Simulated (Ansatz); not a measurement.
# BH₂S+ (triplet): wave-function methods side by side, cc-pVDZ

How much of the correlation energy of BH₂S+ (triplet) does each wave-function method recover here?

Computed with Ansatz 0.2.0, Gaussian basis. Level: cc-pVDZ, core rule «outside noble gas», up to 6 orbitals frozen.

To be run: UHF; CCSD(T) on ROHF; CCSD(T) on UHF; BCCD(T) on ROHF; CISD; CCSDT(Q) on ROHF; CCSDT(Q) on UHF; CCSDTQ on ROHF.

6 further runs of the same task are left out: 2 for a known fault of the program, 4 set aside as unsound or not needed.

**1. What is computed**

The geometry is a PBE0/def2-TZVP stationary point (not a proven minimum) of the parent state, kept for this charge and spin.

4 atoms, charge 1, spin multiplicity 3.

Atoms are counted from 1 here; the program's logs count them from 0.

Bond lengths: B1–S2 1.742 Å, B1–H3 1.189 Å, S2–H4 1.348 Å. Angles: S2–B1–H3 125.0°, B1–S2–H4 99.6°.

Coordinates:

```
B     0.0000   -0.2480    1.2487
S     0.0000    0.1020   -0.4577
H     0.0000    0.5695    2.1125
H     0.0000   -1.1553   -0.9447
```

**2. UHF**

The input, in.yaml:

```yaml
crystal:
  periodic: [false, false, false]
  atoms:
    - {symbol: B, position_ang: [0.000000, -0.247959, 1.248665]}
    - {symbol: S, position_ang: [0.000000, 0.102017, -0.457708]}
    - {symbol: H, position_ang: [0.000000, 0.569475, 2.112516]}
    - {symbol: H, position_ang: [0.000000, -1.155317, -0.944703]}
basis:
  gaussian: {orbitals: cc-pVDZ}
total_charge: 1
magnetization: {spin_polarized: true, initial_magnetization: 2}
hamiltonian: {xc: hf}
output: {orbitals: {seedname: orbitals}}
```

On the command line:

```console
ansatz run in.yaml --threads 1 --pin off --events-out ev --progress --plain --max-ram 2816MiB --backend cpu
```

After this run come: CCSD(T) on ROHF; CCSD(T) on UHF; BCCD(T) on ROHF; CISD; CCSDT(Q) on ROHF; CCSDT(Q) on UHF; CCSDTQ on ROHF.

Q: Predict the results of all the runs planned. Wanted: RCCSDTQ below the RHF energy; RMP2 from RCCSDTQ; UMP2 from RCCSDTQ; RCCSD from RCCSDTQ; RCCSD(T) from RCCSDTQ; UCCSD(T) from RCCSDTQ; RCCSDT(Q) from RCCSDTQ; UCCSDT(Q) from RCCSDTQ; T1 diagnostic.

**Answer**, as computed:

| quantity | value |
| --- | --- |
| RCCSDTQ below the RHF energy | -5.5994 eV |
| RMP2 from RCCSDTQ | +24.93 kcal/mol |
| UMP2 from RCCSDTQ | +25.33 kcal/mol |
| RCCSD from RCCSDTQ | +3.80 kcal/mol |
| RCCSD(T) from RCCSDTQ | +0.77 kcal/mol |
| UCCSD(T) from RCCSDTQ | +0.76 kcal/mol |
| RCCSDT(Q) from RCCSDTQ | +0.02 kcal/mol |
| UCCSDT(Q) from RCCSDTQ | 0.00 kcal/mol |
| levels within 1 kcal/mol (43 meV) | RCCSD(T), UCCSD(T), BCCD(T), RCCSDT, UCCSDT, RCCSDT(Q), UCCSDT(Q) |
| T1 diagnostic | 0.018 |

**Reading.** RCCSD(T) misses by +0.77 kcal/mol, 0.6 % of the correlation energy. These misses are within one basis, not against nature; the frozen cores of restricted and unrestricted runs differ, which can shift their rows.
